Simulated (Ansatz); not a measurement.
# CH3+ (singlet): PBE0, B3LYP over a scan of the distance C1–H4, cc-pVDZ

Aim: run CH3+ (singlet) with these functionals over a scan of the distance C1–H4, and hold them against the top wave-function level at the same points.

The runs use Ansatz 0.2.0, Gaussian basis; cc-pVDZ, all electrons in the functionals.

Plan: PBE0, B3LYP, at 0.885 Å; 0.985 Å; 1.093 Å; 1.227 Å; 1.365 Å; 1.504 Å; 1.745 Å; 2.016 Å; 2.392 Å; 2.957 Å; 3.711 Å.

13 further runs of the same task are left out: 6 that didn't finish, 7 set aside as unsound or not needed.

### Step 1. The geometry

The geometry derives from a PBE0/def2-TZVP stationary point (not a proven minimum). One bond is set to the value named and the two fragments are kept rigid.

4 atoms, charge 1, spin multiplicity 1.

Atoms are counted from 1 here; the program's logs count them from 0.

Bond lengths: C1–H2 1.093 Å, C1–H3 1.093 Å, C1–H4 1.093 Å. Angles: H2–C1–H3 120.0°, H2–C1–H4 120.0°, H3–C1–H4 120.0°.

As a file:

```xyz
4

C     0.0000    0.0000    0.0000
H     1.0932    0.0139   -0.0002
H    -0.5586    0.9397   -0.0028
H    -0.5345   -0.9536    0.0030
```

No dispersion term is added. B3LYP takes the VWN-RPA correlation.

The geometry shown and the zero of energy belong to the point 1.093 Å. The yardstick, FCI, and other wave-function levels (R restricted, U unrestricted, valence and pair active spaces) come from earlier runs.

### Step 2. PBE0, 0.885 Å

in.yaml reads:

```yaml
crystal:
  periodic: [false, false, false]
  atoms:
    - {symbol: C, position_ang: [-0.006826, -0.012178, 0.000039]}
    - {symbol: H, position_ang: [1.086326, 0.001719, -0.000195]}
    - {symbol: H, position_ang: [-0.565438, 0.927566, -0.002764]}
    - {symbol: H, position_ang: [-0.439547, -0.784170, 0.002496]}
basis:
  gaussian: {orbitals: cc-pVDZ}
total_charge: 1
hamiltonian: {xc: {name: PBE0}}
output: {forces: true, orbitals: {seedname: orbitals}}
```

Run with:

```
$ ansatz run in.yaml --threads 1 --pin off --events-out ev --progress --plain --max-ram 2393MiB
```

The runs that follow: PBE0, 0.985 Å; PBE0, 1.093 Å; PBE0, 1.227 Å; PBE0, 1.365 Å; PBE0, 1.504 Å; PBE0, 1.745 Å; PBE0, 2.016 Å; PBE0, 2.392 Å; PBE0, 2.957 Å; PBE0, 3.711 Å; B3LYP, 0.885 Å; B3LYP, 0.985 Å; B3LYP, 1.093 Å; B3LYP, 1.227 Å; B3LYP, 1.365 Å; B3LYP, 1.504 Å; B3LYP, 1.745 Å; B3LYP, 2.016 Å; B3LYP, 2.392 Å; B3LYP, 2.957 Å; B3LYP, 3.711 Å.

Q: Predict the results of all the runs planned. Wanted: span of the FCI curve; largest miss, PBE0; largest miss, B3LYP.

As calculated:

| quantity | value |
| --- | --- |
| span of the FCI curve | 5.542 eV |
| largest miss, PBE0 | +0.158 eV (2.016 Å) |
| largest miss, B3LYP | -0.174 eV (2.957 Å) |

Of the functionals, PBE0 keep the smallest largest miss at the points compared (at most 0.158 eV) and B3LYP strays most (0.174 eV, at 2.957 Å). PBE0, B3LYP clearly break the spin symmetry at some points (⟨S²⟩ up to 0.87 above the pure value), so energy there is bought with a mixed spin. Functionals and the yardstick converge differently with the basis, so part of each miss in cc-pVDZ is the basis.
